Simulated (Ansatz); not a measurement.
Geometry optimisation, Ansatz 0.2.0, RKS PBE/def2-SVP.

Input file:

```yaml
crystal:
  periodic: [false, false, false]
  atoms:
    - { symbol: Si, position_ang: [0.26647, -0.113492, -1.126365] }
    - { symbol: H, position_ang: [0.870941, -0.040327, 1.464921] }
    - { symbol: H, position_ang: [1.450268, 0.315053, 1.216206] }
    - { symbol: O, position_ang: [-0.832204, 1.130336, -1.394606] }
    - { symbol: C, position_ang: [-2.151891, 1.344419, -0.935935] }
    - { symbol: H, position_ang: [-2.483213, 0.540176, -0.238723] }
    - { symbol: H, position_ang: [-2.215677, 2.326283, -0.418561] }
    - { symbol: H, position_ang: [-2.845373, 1.37265, -1.804739] }
    - { symbol: H, position_ang: [-0.625721, -0.988198, -0.160297] }
basis:
  gaussian: { orbitals: def2-SVP }
hamiltonian:
  xc: pbe
relax:
  f_tol: 0.03
  max_steps: 50
output:
  orbitals: {}
```

Launched with:

```bash
$ ansatz run input.yaml --threads 1 --pin off --max-ram 2048MiB --backend cpu --events-out ev --progress --plain --runs-dir out
```

Q: Where does it end, and by what steps?

A: The forces met the threshold. After 7 steps the energy has fallen by 0.059 eV; H3 moved furthest, 0.33 Å.

```tsv
step	energy less start (eV)	largest force component (eV/Å)	accepted
0	0.0000	1.527	yes
1	-0.0477	0.141	yes
2	-0.0516	0.045	yes
3	-0.0553	0.035	yes
4	-0.0572	0.098	yes
5	-0.0582	0.097	yes
6	-0.0586	0.044	yes
7	-0.0591	0.009	yes
```

```xyz
9
Properties=species:S:1:pos:R:3
Si 0.295 -0.196 -1.109
H 0.661 0.164 1.427
H 1.247 0.426 0.987
O -0.758 1.091 -1.363
C -2.068 1.314 -0.876
H -2.430 0.464 -0.252
H -2.088 2.243 -0.265
H -2.766 1.456 -1.729
H -0.659 -1.076 -0.219
```

Whether the end is a true minimum wasn't checked by a vibrational analysis.

Time of the run: 17 s on 1 thread of Arm Neoverse V1 (shared host), peak memory 0.13 GiB.
